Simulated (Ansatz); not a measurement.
We consider fluorite SrCl2, described by r²SCAN0 (Ansatz, an electronic-structure program, plane waves, PAW).

Run with plane-wave cutoff 600 eV, 6×6×6 k mesh, scalar-relativistic PAW data made under PBE.

Cell (relaxed at this level):

```yaml
crystal:
  lattice:
    - [0.00000, 3.48953, 3.48953]
    - [3.48953, 0.00000, 3.48953]
    - [3.48953, 3.48953, 0.00000]
  atoms:
    - { symbol: Sr, position: [0.00000, 0.00000, 0.00000] }
    - { symbol: Cl, position: [0.25000, 0.25000, 0.25000] }
    - { symbol: Cl, position: [0.75000, 0.75000, 0.75000] }
```

**Question.** What does this level give for the Voigt–Reuss–Hill bulk modulus, elastic constant C12, Young modulus, elastic constant C11 and elastic constant C44?

**Answer.** 
* **Voigt–Reuss–Hill bulk modulus**: 38.3 GPa
* **elastic constant C12**: 19.9 GPa
* **Young modulus**: 41.1 GPa
* **elastic constant C11**: 75.3 GPa
* **elastic constant C44**: 10.3 GPa

Elastic constants are with the ions relaxed.

Computed values are for the static lattice.

Computing time: about 80 core-minutes (a rough figure).
